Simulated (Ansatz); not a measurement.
# BH3 (borane): levels of theory compared

We compute a comparison of 6 runs (UPBE/3-21G, UPBE/6-31G*, wB97M-V/6-31G*, RPA@PBE/3-21G, CCSDTQ/6-31G*, CCSD(T)/6-31G*) of BH3 (borane). 

Program for the calculation: Ansatz 0.2.0.

54 further runs of the same task are left out: 54 set aside as unsound or not needed.

## 1. The system as given

BH3 has 4 atoms, charge 0, and is taken as a singlet. SMILES: `B`. The H2–B1 distance was set to 1.790 Å, away from the relaxed value. At this shape a bond of the SMILES string is far longer than usual.

Bond lengths: B1–H3 1.193 Å, B1–H4 1.193 Å. Angles: H3–B1–H4 120.0°. A long bond or contact: B1–H2 1.790 Å.

## 2. The energy at UPBE/3-21G (run 1)

Input file molecule.yaml:

```yaml
crystal:
  periodic: [false, false, false]
  atoms:
    - symbol: B
      position_ang: [-0.470223, -0.213489, -0.292034]
    - symbol: H
      position_ang: [0.982200, 0.381700, 0.568800]
    - symbol: H
      position_ang: [-0.760323, -1.370189, -0.243934]
    - symbol: H
      position_ang: [-1.148523, 0.546511, -0.913834]
basis:
  gaussian: {orbitals: 3-21G.json}
magnetization: {spin_polarized: true}
hamiltonian: {xc: {name: PBE}}
accuracy: high
```

The basis set 3-21G is read from a file made from the Basis Set Exchange's data (not shown).

Launch:

```
$ ansatz run molecule.yaml --threads 1 --pin off --max-ram 2610MiB --events-out events.jsonl --progress --plain --runs-dir runs
```

Log:

```text
Warning: RAYON_NUM_THREADS=1 ignored (pool sized by the plan → 1); use --threads N
Functional definition: PBE
  name "PBE"
  parameter kappa = 0.804
  parameter beta = 0.06672455060314922
  exchange = pbe_x(kappa = kappa, mu = beta*pi^2/3)
  correlation = pbe_c(beta = beta)
291 factors; integrals over basis functions are off by at most 3.1e-9 eV
mean field evaluation 1: about -716.1449 eV, gradient 6.7e0 eV
mean field evaluation 2: about -716.1170 eV, gradient 6.4e0 eV
mean field evaluation 4: about -716.4947 eV, gradient 8.0e-2 eV
mean field evaluation 8: about -716.4686 eV, gradient 2.8e-3 eV
mean field -716.46862935 eV, -26.3297364888 hartree, gradient 9.3e-8 eV, S^2 0.000000; 0 other end points of the search recorded, 0 dependent functions left out
reference -716.46863113 eV, -26.3297365543 hartree; 4, 4 occupied and 11, 11 virtual orbitals, 291 factors
Total energy: -716.46863113 eV, -26.3297365543 hartree
```

Wall time 0.73 s (1 thread of Arm Neoverse V1, shared host); peak memory 0.094 GiB.

## 3. A single-point energy at UPBE/6-31G(d) (spherical functions) (run 2)

Input file input.yaml:

```yaml
crystal:
  periodic: [false, false, false]
  atoms:
    - symbol: B
      position_ang: [-0.470223, -0.213489, -0.292034]
    - symbol: H
      position_ang: [0.982200, 0.381700, 0.568800]
    - symbol: H
      position_ang: [-0.760323, -1.370189, -0.243934]
    - symbol: H
      position_ang: [-1.148523, 0.546511, -0.913834]
basis:
  gaussian:
    orbitals: 6-31G_st_-spherical.json
magnetization:
  spin_polarized: true
hamiltonian:
  xc: pbe
accuracy: high
```

The basis set 6-31G* is read from a file made from the Basis Set Exchange's data (not shown).

Launch:

```
$ ansatz run input.yaml --threads 1 --pin off --max-ram 2610MiB --events-out events.jsonl --progress --plain --runs-dir runs
```

Log:

```text
Warning: RAYON_NUM_THREADS=1 ignored (pool sized by the plan → 1); use --threads N
Functional definition: PBE
  name "PBE"
  parameter kappa = 0.804
  parameter beta = 0.06672455060314922
  exchange = pbe_x(kappa = kappa, mu = beta*pi^2/3)
  correlation = pbe_c(beta = beta)
414 factors; integrals over basis functions are off by at most 3.3e-9 eV
mean field evaluation 1: about -720.1036 eV, gradient 7.0e0 eV
mean field evaluation 2: about -720.1776 eV, gradient 6.0e0 eV
mean field evaluation 4: about -720.4985 eV, gradient 1.1e-1 eV
mean field evaluation 8: about -720.4914 eV, gradient 5.0e-3 eV
mean field evaluation 16: about -720.4914 eV, gradient 1.7e-8 eV
mean field -720.49143388 eV, -26.4775718283 hartree, gradient 1.7e-8 eV, S^2 0.000000; 0 other end points of the search recorded, 0 dependent functions left out
reference -720.49143592 eV, -26.4775719034 hartree; 4, 4 occupied and 16, 16 virtual orbitals, 414 factors
Total energy: -720.49143592 eV, -26.4775719034 hartree
```

It took 0.87 s on 1 thread of Arm Neoverse V1, shared host; peak memory 0.094 GiB.

Runs 3 to 5 aren't shown in full; the table further down has their settings and results.

## 4. The energy at CCSD(T)/6-31G(d) (spherical functions) (run 6)

Input file in.yaml:

```yaml
crystal:
  periodic: [false, false, false]
  atoms:
    - {symbol: B, position_ang: [-0.470223, -0.213489, -0.292034]}
    - {symbol: H, position_ang: [0.982200, 0.381700, 0.568800]}
    - {symbol: H, position_ang: [-0.760323, -1.370189, -0.243934]}
    - {symbol: H, position_ang: [-1.148523, 0.546511, -0.913834]}
basis:
  gaussian:
    orbitals: 6-31G_st_-spherical.json
accuracy: high
correlation:
  method: ccsd_t
  frozen_orbitals: {B: 1, H: 0}
scf:
  omitted_lower_state_checks: [cluster_reference, increment]
```

The basis set 6-31G* is read from a file made from the Basis Set Exchange's data (not shown).

Launch:

```
$ ansatz run in.yaml --threads 1 --pin off --max-ram 2610MiB --events-out events.jsonl --progress --plain --runs-dir runs
```

Log, cut to the lines that bear on the results:

```text
Warning: RAYON_NUM_THREADS=1 ignored (pool sized by the plan → 1); use --threads N
Functional definition: HF
  name "HF"
[...]
414 factors; integrals over basis functions are off by at most 3.3e-9 eV
[...]
mean field -716.02738373 eV, -26.3135210113 hartree, gradient 2.7e-8 eV, S^2 0.000000; 0 other end points of the search recorded, 0 dependent functions left out
1 core orbitals not correlated: weight in the atoms' cores, before any rotation towards them, 1.000 or more for the frozen orbitals, at most 0.000 for the correlated occupied ones
reference -716.02738373 eV, -26.3135210113 hartree; 3, 3 occupied and 16, 16 virtual orbitals, 414 factors
second order -2.10120144 eV of doubles, -0.00000000 eV of singles
cycle   1  -2.53726889 eV  change   -4.4e-1 eV  update   6.1e-2
[...]
cycle  21  -2.78088015 eV  change  -5.4e-11 eV  update  4.0e-11
perturbative correction -0.05817488 eV, -0.0021378873 hartree
Total energy: -718.86643875 eV, -26.4178543590 hartree
Checks for a lower state left out: cluster_reference, increment
```

It took 0.18 s on 1 thread of Arm Neoverse V1, shared host.

## 5. All runs side by side

| run | level | frozen core orbitals | energy (Eh) | wall time |
| --- | --- | --- | --- | --- |
| 1 | UPBE/3-21G | – | -26.329737 | 0.73 s |
| 2 | UPBE/6-31G* (spherical functions) | – | -26.477572 | 0.87 s |
| 3 | wB97M-V/6-31G* (spherical functions) | – | -26.499966 | 6.9 s |
| 4 | RPA@PBE/3-21G | 1 | -26.297349 | 0.63 s |
| 5 | CCSDTQ/6-31G* (spherical functions) | 1 | -26.418445 | 4.5 s |
| 6 | CCSD(T)/6-31G* (spherical functions) | 1 | -26.417854 | 0.18 s |

## 6. Outcome

```
                                         quantity         value
                              run 6: total energy  -26.41785 Eh
run 6: correlation energy (1 core orbital frozen)    -104.3 mEh
                            run 6: (T) correction     -2.14 mEh
                             run 6: T1 diagnostic         0.016
```

**Reading.** Totals of different functionals can't be ranked against each other. All runs together took 14 s, the longest 6.9 s.
